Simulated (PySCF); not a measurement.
Compound: diacetylene, C4H2.
Bonds: C1–C2 (triple), C2–C3, C3–C4 (triple). Hydrogens: H5 on C1; H6 on C4.

Computed by this run: PBE/6-31+G* geometry optimisation, gas phase in PySCF 2.14.0; density fitting, grid level 1; the optimiser is geomeTRIC in internal coordinates, started from a GFN2-xTB structure.

Step 0: E = -4171.0141 eV
```
atom  x, y, z in Å  |  force x, y, z in eV/Å
C1      1.8584    0.3084    0.0732    1.229   0.211  -0.037
C2      0.6710    0.1126    0.1042   -1.880  -0.331   0.065
C3     -0.6701   -0.1117    0.1428    1.879   0.332  -0.068
C4     -1.8575   -0.3070    0.1755   -1.227  -0.212   0.040
H5      2.8920    0.4817    0.0481    1.091   0.181  -0.029
H6     -2.8906   -0.4820    0.2076   -1.093  -0.180   0.030
```

**Question.** Estimate the geometry and energy of step 1. (The exact step hangs on the optimiser's Hessian estimate; all steps are aligned on step 0, rigid shifts and turns removed.)

**Answer.** E = -4171.0970 eV, largest force 0.229 eV/Å
```
atom  x, y, z in Å  |  force x, y, z in eV/Å
C1      1.8811    0.3134    0.0723    0.227   0.026   0.003
C2      0.6732    0.1107    0.1065   -0.107   0.014  -0.018
C3     -0.6723   -0.1097    0.1416    0.106  -0.014   0.018
C4     -1.8802   -0.3125    0.1771   -0.226  -0.027   0.000
H5      2.9423    0.4899    0.0458   -0.039  -0.007  -0.001
H6     -2.9411   -0.4898    0.2080    0.039   0.008  -0.002
```

The energy changes by -0.0829 eV. The first-order estimate −F·Δx gives -0.1643 eV and the mean of the old and new forces, exact on a quadratic surface, -0.0851 eV. The step makes an angle of 55° with the force vector and moves no atom by more than 0.051 Å.

What follows is the cost of the whole optimisation. On an Arm Neoverse V1 with one thread, shared host, this took 6.7 s wall and 0.33 GiB of memory at its peak.
